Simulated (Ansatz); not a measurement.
Geometry optimisation, RKS PBE-D4/6-31G (Ansatz 0.2.0).

input.yaml

```yaml
crystal:
  periodic: [false, false, false]
  atoms:
    - { symbol: C, position_ang: [-1.257, -0.7478, -0.462] }
    - { symbol: C, position_ang: [-0.0135, -0.1109, 0.0149] }
    - { symbol: C, position_ang: [0.8231, -1.0762, 0.7638] }
    - { symbol: C, position_ang: [0.7478, 0.9272, -0.8679] }
    - { symbol: C, position_ang: [0.0552, 1.3375, 0.416] }
    - { symbol: Cl, position_ang: [-1.3513, 2.3916, 0.4047] }
    - { symbol: H, position_ang: [-1.0867, -1.6298, -1.0172] }
    - { symbol: H, position_ang: [-1.8078, -0.017, -1.1579] }
    - { symbol: H, position_ang: [-1.956, -0.9175, 0.415] }
    - { symbol: H, position_ang: [1.00887, -0.77347, 1.78701] }
    - { symbol: H, position_ang: [1.80492, -1.2518, 0.26956] }
    - { symbol: H, position_ang: [0.33282, -2.11624, 0.83901] }
    - { symbol: H, position_ang: [0.1424, 1.2401, -1.8049] }
    - { symbol: H, position_ang: [1.7303, 0.9236, -0.9089] }
    - { symbol: H, position_ang: [0.7095, 1.6175, 1.2483] }
basis:
  gaussian: { orbitals: "6-31G" }
hamiltonian:
  xc: pbe
  dispersion: d4
relax:
  f_tol: 0.015
  max_steps: 40
output:
  orbitals: {}
```

Run as:

```bash
$ ansatz run input.yaml --threads 1 --pin off --max-ram 2048MiB --backend cpu --events-out ev --progress --plain --runs-dir out
```

Q: Where does it end, and by what steps?

A: It converged. Limits of this set-up: no polarisation functions. After 10 steps the energy has fallen by 0.839 eV; H12 moved furthest, 0.97 Å.

| step | energy less start (eV) | largest force component (eV/Å) | accepted |
| --- | --- | --- | --- |
| 0 | 0.0000 | 7.091 | yes |
| 1 | -0.6303 | 1.800 | yes |
| 2 | -0.7040 | 0.438 | yes |
| 3 | -0.7090 | 0.229 | yes |
| 4 | -0.7412 | 0.108 | yes |
| 5 | -0.7713 | 0.155 | yes |
| 6 | -0.7726 | 0.545 | yes |
| 7 | -0.8279 | 0.147 | yes |
| 8 | -0.8345 | 0.154 | yes |
| 9 | -0.8382 | 0.047 | yes |
| 10 | -0.8388 | 0.015 | yes |

```xyz
15
Properties=species:S:1:pos:R:3
C -1.254 -0.733 -0.603
C 0.005 -0.127 -0.002
C 0.854 -1.106 0.800
C 0.720 0.985 -0.795
C -0.003 1.309 0.490
Cl -1.549 2.336 0.438
H -0.990 -1.562 -1.283
H -1.834 0.012 -1.170
H -1.907 -1.136 0.192
H 1.741 -0.614 1.236
H 1.209 -1.929 0.153
H 0.267 -1.549 1.625
H 0.252 1.298 -1.731
H 1.813 1.037 -0.796
H 0.558 1.575 1.387
```

The run took 49 s on 1 thread of Arm Neoverse V2, with other jobs on the host, peak memory 0.14 GiB.
